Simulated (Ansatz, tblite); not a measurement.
# [Ni(NH3)6]3+ (NiN₆H₁₈ (+3)): a ladder of methods and basis sets

Aim: run the doublet of [Ni(NH3)6]3+ (NiN₆H₁₈ (+3)) at one geometry on many levels, and compare frontier levels, spin and run time.

Method: as each input shows; program: Ansatz 0.2.0, Gaussian basis.

The runs, in order: GFN1-xTB, GFN2-xTB, PBE-D4/def2-TZVP, r2SCAN-D4/def2-TZVP, BLYP-D4/def2-TZVP, HSE06-D4/def2-TZVP, PBE-D4/def2-SVP, PBE0-D4/def2-SVP, MP2/def2-TZVP.

2 further runs of the same task are left out: 2 set aside as unsound or not needed.

## Step 1: The geometry

The geometry is that of the doublet, from an earlier relaxation (PBE-D4/def2-SVP).

25 atoms, charge 3, spin multiplicity 2.

Bond lengths: Ni1–N2 2.009 Å, Ni1–N6 2.009 Å, Ni1–N10 2.270 Å, Ni1–N14 2.271 Å, Ni1–N18 2.008 Å, Ni1–N22 2.008 Å, N2–H3 1.037 Å, N2–H4 1.037 Å, N2–H5 1.037 Å, N6–H7 1.037 Å, N6–H8 1.037 Å, N6–H9 1.037 Å, N10–H11 1.037 Å, N10–H12 1.037 Å, N10–H13 1.037 Å, N14–H15 1.037 Å, N14–H16 1.037 Å, N14–H17 1.037 Å and more. Angles: N2–Ni1–N6 179.9°, N2–Ni1–N10 89.3°, N2–Ni1–N14 90.8°, N2–Ni1–N18 89.8°, N2–Ni1–N22 90.2°, N6–Ni1–N10 90.6°, N6–Ni1–N14 89.3°, N6–Ni1–N18 90.2°, N6–Ni1–N22 89.8°, N10–Ni1–N14 179.9°, N10–Ni1–N18 90.1°, N10–Ni1–N22 90.1°, N14–Ni1–N18 90.1°, N14–Ni1–N22 89.8°, N18–Ni1–N22 179.9°, Ni1–N2–H3 113.0°, Ni1–N2–H4 114.7°, Ni1–N2–H5 113.5° and more.

Formally the metal is d7. No spin-orbit coupling is included. The ion is computed in the gas phase, without counter-ions or solvent.

PBE0-D4/def2-TZVP was run before; its log isn't repeated, and its numbers join the tables.

## Step 2: GFN1-xTB

Tight binding, by tblite at 300 K electronic temperature and without a spin-polarisation term:

```python
tblite.interface.Calculator('GFN1-xTB', numbers, positions, charge=3, uhf=1).singlepoint()
```

Energy -856.6883 eV; 0.028 s.

## Step 3: GFN2-xTB

Tight binding, by tblite at 300 K electronic temperature and without a spin-polarisation term:

```python
tblite.interface.Calculator('GFN2-xTB', numbers, positions, charge=3, uhf=1).singlepoint()
```

Energy -813.3807 eV; 0.014 s.

## Step 4: PBE-D4/def2-TZVP

start.molden holds the orbitals of an earlier run on this state, given as this run's starting guess.

The input, in.yaml:

```yaml
crystal:
  periodic: [false, false, false]
  atoms:
    - {symbol: Ni, position_ang: [0.000177, 0.000730, 0.000370]}
    - {symbol: N, position_ang: [0.021330, 0.012030, 2.008962]}
    - {symbol: H, position_ang: [0.875834, 0.448523, 2.403067]}
    - {symbol: H, position_ang: [-0.018747, -0.926441, 2.448511]}
    - {symbol: H, position_ang: [-0.772750, 0.530865, 2.428516]}
    - {symbol: N, position_ang: [-0.016835, -0.009361, -2.008355]}
    - {symbol: H, position_ang: [0.758291, -0.557511, -2.426045]}
    - {symbol: H, position_ang: [0.060900, 0.927083, -2.447155]}
    - {symbol: H, position_ang: [-0.886147, -0.412999, -2.405046]}
    - {symbol: N, position_ang: [2.269636, -0.021474, 0.005862]}
    - {symbol: H, position_ang: [2.696972, -0.587521, 0.762125]}
    - {symbol: H, position_ang: [2.714574, 0.907744, 0.120125]}
    - {symbol: H, position_ang: [2.711390, -0.395525, -0.854060]}
    - {symbol: N, position_ang: [-2.270441, 0.017786, -0.007619]}
    - {symbol: H, position_ang: [-2.715374, 0.348787, 0.868147]}
    - {symbol: H, position_ang: [-2.711263, -0.906817, -0.166595]}
    - {symbol: H, position_ang: [-2.699141, 0.617248, -0.736886]}
    - {symbol: N, position_ang: [0.017895, 2.008592, -0.002623]}
    - {symbol: H, position_ang: [0.195913, 2.439304, 0.923842]}
    - {symbol: H, position_ang: [-0.879243, 2.422978, -0.317858]}
    - {symbol: H, position_ang: [0.743742, 2.416346, -0.621357]}
    - {symbol: N, position_ang: [-0.021452, -2.007047, 0.004008]}
    - {symbol: H, position_ang: [-0.217663, -2.437159, -0.919061]}
    - {symbol: H, position_ang: [-0.737582, -2.412205, 0.635662]}
    - {symbol: H, position_ang: [0.879972, -2.423943, 0.303453]}
basis:
  gaussian: {orbitals: def2-TZVP, initial_orbitals: start.molden}
total_charge: 3
magnetization: {spin_polarized: true, initial_magnetization: 1}
hamiltonian: {xc: pbe, dispersion: d4}
scf: {omitted_lower_state_checks: [starts]}
output: {orbitals: {seedname: orbitals}}
```

Started as:

```bash
> ansatz run in.yaml --threads 6 --pin off --events-out ev --progress --plain --max-ram 7833MiB
```

Further steps of the session: r2SCAN-D4/def2-TZVP; BLYP-D4/def2-TZVP; HSE06-D4/def2-TZVP; PBE-D4/def2-SVP; PBE0-D4/def2-SVP; MP2/def2-TZVP.

Before running them: what should the planned runs give, taken together? Wanted: gap in def2-TZVP, named functionals, smallest and largest; correlation energy, MP2/def2-TZVP; ⟨S²⟩ in def2-TZVP, named functionals, smallest and largest; PBE0 total energy, smallest basis above largest.

As calculated:

| quantity | value |
| --- | --- |
| gap in def2-TZVP, named functionals, smallest and largest | 0.59 eV (PBE-D4), 3.35 eV (PBE0-D4) |
| correlation energy, MP2/def2-TZVP | -52.32 eV |
| ⟨S²⟩ in def2-TZVP, named functionals, smallest and largest | 0.755, 0.770 |
| PBE0 total energy, smallest basis above largest | 15.89 eV (def2-SVP, def2-TZVP) |

In words: Orbital gaps of the named functionals in def2-TZVP span 0.59 eV (PBE-D4) to 3.35 eV (PBE0-D4); exact exchange widens it. Over the named functionals in def2-TZVP spin contamination reaches 0.02 (HSE06-D4), which is small.
